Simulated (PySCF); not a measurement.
Calculation: B3LYP-D3(BJ)/def2-TZVP // B3LYP-D3(BJ)/def2-SVP in PySCF 2.14.0. Isolated molecules, 0 K electronic values unless said otherwise. B3LYP has the VWN-RPA correlation part, as in Gaussian. 

Reference species (SMILES): `CC#N` (neutral, multiplicity 1).

| Property | Result |
|---|---|
| HOMO | -9.19 eV |
| dipole moment | 4.01 D |
| HOMO–LUMO gap | 9.63 eV |

Changed species: `O` (free base H2O; the reference has free base CH3CN).

What does the change do to the HOMO, dipole moment and HOMO–LUMO gap?

the HOMO rises by 0.58 eV, to -8.61 eV; the dipole moment drops by 1.91 D, to 2.10 D; the HOMO–LUMO gap falls by 0.67 eV, to 8.96 eV.
